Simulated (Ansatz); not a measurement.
# C4H6S (SMILES C1=CSCC1) at 6 levels

Aim: a comparison of 6 runs (HF/STO-3G, HF/3-21G, HF/def2-SVP, BLYP/def2-SVP, SVWN5/def2-SVP, CCSD(T)/def2-SVP) of C4H6S. 

The results are computed with Ansatz 0.2.0.

49 further runs of the same task are left out: 49 set aside as unsound or not needed.

**1. The structure to begin with**

C4H6S: 11 atoms, total charge 0, spin state singlet. SMILES: `C1=CSCC1`. The C5–H10 distance was set to 1.428 Å, away from the relaxed value.

Bond lengths: C1–C2 1.329 Å, C2–S3 1.749 Å, S3–C4 1.823 Å, C1–C5 1.500 Å, C4–C5 1.528 Å, C1–H6 1.083 Å, C2–H7 1.082 Å, C4–H8 1.089 Å, C4–H9 1.092 Å, C5–H11 1.093 Å. Some angles: C1–C2–S3 115.0°, C2–C1–C5 114.2°, C2–S3–C4 90.3°, S3–C4–C5 106.7°, C1–C5–C4 106.3°, C1–C2–H7 126.2°, S3–C2–H7 118.7°, C2–C1–H6 123.2°, C5–C1–H6 122.4°, S3–C4–H8 109.2°. A long bond or contact: C5–H10 1.428 Å.

**2. A single-point energy at HF/STO-3G (run 1)**

Contents of job.yaml:

```yaml
crystal:
  periodic: [false, false, false]
  atoms:
    - {symbol: C, position_ang: [0.198113, 1.196332, -0.086345]}
    - {symbol: C, position_ang: [1.184313, 0.897132, 0.753455]}
    - {symbol: S, position_ang: [1.138313, -0.727368, 1.399755]}
    - {symbol: C, position_ang: [-0.560687, -0.938268, 0.772855]}
    - {symbol: C, position_ang: [-0.731387, 0.054632, -0.375445]}
    - {symbol: H, position_ang: [0.114813, 2.153932, -0.585345]}
    - {symbol: H, position_ang: [2.000213, 1.547632, 1.039555]}
    - {symbol: H, position_ang: [-0.705687, -1.974968, 0.471555]}
    - {symbol: H, position_ang: [-1.246787, -0.708768, 1.591255]}
    - {symbol: H, position_ang: [-0.374400, -0.543900, -1.622300]}
    - {symbol: H, position_ang: [-1.775087, 0.368032, -0.461045]}
basis:
  gaussian: {orbitals: STO-3G}
hamiltonian: {xc: hf}
accuracy: high
output: {orbitals: {seedname: orbitals}}
```

On the command line:

```sh
$ ansatz run job.yaml --threads 1 --pin off --max-ram 3480MiB --events-out events.jsonl --progress --plain --runs-dir runs
```

What it wrote:

```text
Warning: RAYON_NUM_THREADS=1 ignored (pool sized by the plan → 1); use --threads N
Functional definition: HF
  name "HF"
  exchange = exact_x
  correlation = 0
767 factors; integrals over basis functions are off by at most 2.5e-9 eV
mean field evaluation 1: about -14861.5979 eV, gradient 1.9e1 eV
mean field evaluation 2: about -14861.8498 eV, gradient 1.9e1 eV
mean field evaluation 4: about -14863.3690 eV, gradient 1.6e0 eV
mean field evaluation 8: about -14863.3837 eV, gradient 4.6e-2 eV
mean field -14863.38372999 eV, -546.2192773139 hartree, gradient 8.4e-9 eV, S^2 0.000000; 0 other end points of the search recorded, 0 dependent functions left out
reference -14863.38372999 eV, -546.2192773139 hartree; 23, 23 occupied and 12, 12 virtual orbitals, 767 factors
Total energy: -14863.38372999 eV, -546.2192773139 hartree
```

It took 0.32 s on 1 thread of Intel Xeon 6975P-C (Granite Rapids), shared host.

**3. The energy at HF/3-21G (run 2)**

Contents of molecule.yaml:

```yaml
crystal:
  periodic: [false, false, false]
  atoms:
    - {symbol: C, position_ang: [0.198113, 1.196332, -0.086345]}
    - {symbol: C, position_ang: [1.184313, 0.897132, 0.753455]}
    - {symbol: S, position_ang: [1.138313, -0.727368, 1.399755]}
    - {symbol: C, position_ang: [-0.560687, -0.938268, 0.772855]}
    - {symbol: C, position_ang: [-0.731387, 0.054632, -0.375445]}
    - {symbol: H, position_ang: [0.114813, 2.153932, -0.585345]}
    - {symbol: H, position_ang: [2.000213, 1.547632, 1.039555]}
    - {symbol: H, position_ang: [-0.705687, -1.974968, 0.471555]}
    - {symbol: H, position_ang: [-1.246787, -0.708768, 1.591255]}
    - {symbol: H, position_ang: [-0.374400, -0.543900, -1.622300]}
    - {symbol: H, position_ang: [-1.775087, 0.368032, -0.461045]}
basis:
  gaussian: {orbitals: 3-21G.json}
hamiltonian: {xc: hf}
accuracy: high
output: {orbitals: {seedname: orbitals}}
```

The basis set 3-21G is read from a file made from the Basis Set Exchange's data (not shown).

On the command line:

```sh
$ ansatz run molecule.yaml --threads 1 --pin off --max-ram 3480MiB --events-out events.jsonl --progress --plain --runs-dir runs
```

What it wrote:

```text
Warning: RAYON_NUM_THREADS=1 ignored (pool sized by the plan → 1); use --threads N
[... 4 set-up lines as earlier in the session ...]
1527 factors; integrals over basis functions are off by at most 3.9e-9 eV
mean field evaluation 1: about -14953.2768 eV, gradient 2.0e1 eV
mean field evaluation 2: about -14953.8193 eV, gradient 2.0e1 eV
mean field evaluation 4: about -14955.2047 eV, gradient 2.7e0 eV
mean field evaluation 8: about -14955.2280 eV, gradient 3.1e-4 eV
mean field -14955.22803196 eV, -549.5944931569 hartree, gradient 2.2e-8 eV, S^2 0.000000; 0 other end points of the search recorded, 0 dependent functions left out
reference -14955.22803196 eV, -549.5944931569 hartree; 23, 23 occupied and 38, 38 virtual orbitals, 1527 factors
Total energy: -14955.22803196 eV, -549.5944931569 hartree
```

It took 0.7 s on 1 thread of Intel Xeon 6975P-C (Granite Rapids), shared host; peak memory 0.16 GiB.

Run 3 isn't shown in full; the table further down has it.

**4. The energy at BLYP/def2-SVP (run 4)**

Contents of input.yaml:

```yaml
basis:
  gaussian:
    orbitals: def2-SVP
crystal:
  periodic: [false, false, false]
  atoms:
    - {symbol: C, position_ang: [0.198113, 1.196332, -0.086345]}
    - {symbol: C, position_ang: [1.184313, 0.897132, 0.753455]}
    - {symbol: S, position_ang: [1.138313, -0.727368, 1.399755]}
    - {symbol: C, position_ang: [-0.560687, -0.938268, 0.772855]}
    - {symbol: C, position_ang: [-0.731387, 0.054632, -0.375445]}
    - {symbol: H, position_ang: [0.114813, 2.153932, -0.585345]}
    - {symbol: H, position_ang: [2.000213, 1.547632, 1.039555]}
    - {symbol: H, position_ang: [-0.705687, -1.974968, 0.471555]}
    - {symbol: H, position_ang: [-1.246787, -0.708768, 1.591255]}
    - {symbol: H, position_ang: [-0.374400, -0.543900, -1.622300]}
    - {symbol: H, position_ang: [-1.775087, 0.368032, -0.461045]}
output: {orbitals: {seedname: orbitals}}
hamiltonian:
  xc: {name: BLYP}
magnetization:
  spin_polarized: false
accuracy: high
```

On the command line:

```sh
$ ansatz run input.yaml --threads 1 --pin off --max-ram 3480MiB --events-out events.jsonl --progress --plain --runs-dir runs
```

What it wrote:

```text
Warning: RAYON_NUM_THREADS=1 ignored (pool sized by the plan → 1); use --threads N
Functional definition: BLYP
  name "BLYP"
  parameter beta = 0.0042
  parameter a = 0.04918
  parameter b = 0.132
  parameter c = 0.2533
  parameter d = 0.349
  exchange = b88_x(beta = beta)
  correlation = lyp_c(a = a, b = b, c = c, d = d)
2530 factors; integrals over basis functions are off by at most 4.0e-9 eV
mean field evaluation 1: about -15054.5560 eV, gradient 7.8e1 eV
mean field evaluation 2: about -15005.7151 eV, gradient 1.5e2 eV
mean field evaluation 4: about -15069.2566 eV, gradient 2.4e1 eV
mean field evaluation 8: about -15070.7944 eV, gradient 2.8e-1 eV
mean field evaluation 16: about -15070.7946 eV, gradient 3.1e-5 eV
mean field -15070.79459734 eV, -553.8414861009 hartree, gradient 4.9e-8 eV, S^2 0.000000; 0 other end points of the search recorded, 0 dependent functions left out
reference -15070.79465663 eV, -553.8414882796 hartree; 23, 23 occupied and 81, 81 virtual orbitals, 2530 factors
Total energy: -15070.79465663 eV, -553.8414882796 hartree
```

Wall time 4.8 s (1 thread of Intel Xeon 6975P-C (Granite Rapids), shared host); peak memory 0.33 GiB.

Run 5 isn't shown in full; the table further down has it.

**5. The energy at CCSD(T)/def2-SVP (run 6)**

Changes to job.yaml since step 2:

```diff
@@ -15,5 +15,9 @@
 basis:
-  gaussian: {orbitals: STO-3G}
-hamiltonian: {xc: hf}
+  gaussian:
+    orbitals: def2-SVP
+scf:
+  omitted_lower_state_checks: [cluster_reference, increment]
+correlation:
+  method: ccsd_t
+  frozen_orbitals: {C: 1, H: 0, S: 5}
 accuracy: high
-output: {orbitals: {seedname: orbitals}}
```

On the command line:

```sh
$ ansatz run job.yaml --threads 1 --pin off --max-ram 3480MiB --events-out events.jsonl --progress --plain --runs-dir runs
```

What it wrote:

```text
Warning: RAYON_NUM_THREADS=1 ignored (pool sized by the plan → 1); use --threads N
[... 11 lines left out ...]
9 core orbitals not correlated: weight in the atoms' cores, before any rotation towards them, 1.000 or more for the frozen orbitals, at most 0.000 for the correlated occupied ones
[... 25 lines left out ...]
Total energy: -15046.40101064 eV, -552.9450383240 hartree
Checks for a lower state left out: cluster_reference, increment
```

Wall time 27 s (1 thread of Intel Xeon 6975P-C (Granite Rapids), shared host); peak memory 0.84 GiB.

**6. All runs side by side**

```
run             level  frozen core orbitals  energy (Eh)  HOMO energy (eV)  LUMO energy (eV)  HOMO–LUMO gap (eV)  wall time
  1         HF/STO-3G                     –  -546.219277             -5.93              8.34               14.26     0.32 s
  2          HF/3-21G                     –  -549.594493             -8.24              4.19               12.43      0.7 s
  3       HF/def2-SVP                     –  -552.189253             -8.21              3.76               11.97        3 s
  4     BLYP/def2-SVP                     –  -553.841488             -4.53             -0.72                3.82      4.8 s
  5    SVWN5/def2-SVP                     –  -551.117572             -4.80             -1.03                3.77      3.6 s
  6  CCSD(T)/def2-SVP                     9  -552.945038                 –                 –                   –       27 s
```

**7. What came out**

| quantity | value |
| --- | --- |
| run 6: total energy | -552.94504 Eh |
| run 6: correlation energy (9 core orbitals frozen) | -755.8 mEh |
| run 6: (T) correction | -27.84 mEh |
| run 6: T1 diagnostic | 0.011 |

**Reading.** Over runs 1, 2, 3, 4, 5 the HOMO–LUMO gap runs from 3.77 eV (SVWN5/def2-SVP) to 14.26 eV (HF/STO-3G). The two ends differ in method and basis. Totals of different functionals can't be ranked against each other. In run 6 the log says that unrestricted orbitals would lower the reference, so the values rest on an unstable closed-shell determinant (other closed-shell runs at this shape may share the fault). In run 1 the basis is minimal, so the values are rough. All runs together took 39 s, the longest 27 s.
